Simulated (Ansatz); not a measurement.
# I: from a trial structure to a relaxed crystal

These are results of DFT PBEsol, scalar-relativistic, plane waves, PAW (Ansatz), not measurements. Cutoff 420 eV, Γ-centred k mesh, Gaussian smearing, no spin polarisation in the final step.

The start puts I on the lonsdaleite structure type (P6_3/mmc, No. 194), at a guessed volume.

```
I
1.0
     5.03441    0.00000    0.00000
    -2.51721    4.35993    0.00000
     0.00000    0.00000    8.30678
I
4
Direct
  0.33333 0.66667 0.43750
  0.66667 0.33333 0.93750
  0.66667 0.33333 0.56250
  0.33333 0.66667 0.06250
```

Cell and atoms relax at zero pressure; the relaxation can't lower the symmetry of the start. After a coarse first stage the cell is made exact in the group found at 0.06 Å.

Energies count from the standard state of I at the same level.

Q: Describe the relaxed structure.

A: It keeps P6_3/mmc (No. 194), but not the shape of the type it started on. Conventional cell: a = 4.399 Å, c = 10.598 Å. Around I lie 1 I at 2.74 Å.

```cif
data_structure
_symmetry_space_group_name_H-M 'P6_3/mmc'
_symmetry_Int_Tables_number 194
_cell_length_a 4.3990
_cell_length_b 4.3990
_cell_length_c 10.5977
_cell_angle_alpha 90.000
_cell_angle_beta 90.000
_cell_angle_gamma 120.000
_cell_volume 177.60
loop_
_atom_site_label
_atom_site_type_symbol
_atom_site_symmetry_multiplicity
_atom_site_Wyckoff_symbol
_atom_site_fract_x
_atom_site_fract_y
_atom_site_fract_z
_atom_site_occupancy
I1 I 4 f 0.33333 0.66667 0.37925 1
```

Q: What are its volume, energy, density and gap?

A: The volume per atom is 44.40 Å³, the density is 4.75 g/cm³ and the energy over the standard structure is 0.14 eV/atom. The gap on the 12×12×6 mesh is 0 eV (a metal).

The final run used a 12×12×6 mesh on its 4-atom cell and 0.10 eV smearing. For metals, differences of a few meV/atom aren't resolved. Spin–orbit coupling is left out. Symmetry constrained the relaxation, so the result can be a saddle point.